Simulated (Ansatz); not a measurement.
# AlClO (singlet): wave-function methods side by side, cc-pVTZ

One table from this session's results is given with a row withheld; the runs are named, their logs left out.

Computed with Ansatz 0.2.0, Gaussian basis. Level: cc-pVTZ, core rule «outside noble gas», up to 11 orbitals frozen.

Plan: UHF; CCSD(T) on RHF; BCCD(T) on RHF; CCSDT(Q) on RHF.

6 further runs of the same task are left out: 3 for a known fault of the program, 3 set aside as unsound or not needed.

## The system

The geometry is a PBE0/def2-TZVP stationary point (not a proven minimum).

3 atoms, charge 0, spin multiplicity 1.

Atoms are counted from 1 here; the program's logs count them from 0.

Bond lengths: Al1–O2 1.699 Å, O2–Cl3 1.640 Å. Angles: Al1–O2–Cl3 180.0°.

Coordinates:

```mol
AlClO
  3D, bonds by distance, orders not assigned

  3  2  0  0  0  0  0  0  0  0999 V2000
    0.0000    0.0000    1.6792 Al  0  0
    0.0000    0.0000   -0.0197 O   0  0
    0.0000    0.0000   -1.6596 Cl  0  0
  1  2  8  0
  2  3  8  0
M  END
```

The first run:

Contents of in.yaml:

```yaml
crystal:
  periodic: [false, false, false]
  atoms:
    - {symbol: Al, position_ang: [0.000000, 0.000000, 1.679233]}
    - {symbol: O, position_ang: [0.000000, 0.000000, -0.019667]}
    - {symbol: Cl, position_ang: [0.000000, 0.000000, -1.659567]}
basis:
  gaussian: {orbitals: cc-pVTZ}
magnetization: {spin_polarized: true, initial_magnetization: 0}
hamiltonian: {xc: hf}
output: {orbitals: {seedname: orbitals}}
```

Launch:

```sh
$ ansatz run in.yaml --threads 1 --pin off --events-out ev --progress --plain --max-ram 4096MiB --backend cpu
```

Steps of the session up to this table: UHF; CCSD(T) on RHF; BCCD(T) on RHF; CCSDT(Q) on RHF.

One table of the session follows, with a row left open; its other results are not shown here.

```
   method  from RCCSDT(Q) (meV)
      RHF              +14320.6
     RMP2                     ?
    RCCSD                +630.4
 RCCSD(T)                 +51.9
  BCCD(T)                 +45.6
   RCCSDT                 +39.2
RCCSDT(Q)                     0
```

Q: Estimate the row for RMP2 from the others.

**Answer.** from RCCSDT(Q) (meV): +1273.6. In the column «from RCCSDT(Q) (meV)» it lies between RCCSD (+630.4) and RHF (+14320.6).

With the free atoms at the same levels and basis (separate runs), the atomisation energy is 6.900 eV at RCCSDT(Q), 6.892 eV at RCCSD(T), 3.528 eV at RHF.
